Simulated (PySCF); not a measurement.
Compound: C₃H₂FN₂ (charge -1).
Z-matrix (Å and degrees, GFN2-xTB geometry), rows numbered from 1:
```
F 
C   1  1.3771
C   2  1.3706  1  127.01
N   3  1.3627  2  107.29  1   179.97
C   4  1.3305  3  103.33  2    -0.00
N   5  1.3373  4  116.50  3    -0.02
H   3  1.0774  2  130.16  1    -0.04
H   5  1.0804  4  122.10  3  -179.97
```

The closed-shell ground state was solved at several levels (PySCF, density fitting, gas phase, non-relativistic). No diffuse functions stand in pcSseg-1, which bears on an anion's orbital energies.

```json
{"level": "PBE0/def2-SVPD", "basis functions": "139", "HOMO (eV)": "-0.82", "LUMO (eV)": "5.23", "gap (eV)": "6.05"}
{"level": "wB97X-D/def2-SVPD", "basis functions": "139", "HOMO (eV)": "-2.68", "LUMO (eV)": "6.72", "gap (eV)": "9.40"}
```

Question: Estimate the row for PBE0/pcSseg-1, a basis of 112 functions; the other rows only guide the guess.

Answer: HOMO -0.62 eV, LUMO 6.93 eV, gap 7.55 eV.

Question: Over all these levels, which gives the widest orbital gap and which the narrowest?

Answer: wB97X-D/def2-SVPD (range-separated hybrid) has the widest, 9.40 eV, and PBE0/def2-SVPD (global hybrid, 25 % exact exchange) the narrowest, 6.05 eV. The two share the basis. From the narrowest to the widest the HOMO moves by -1.86 eV and the LUMO by +1.49 eV.
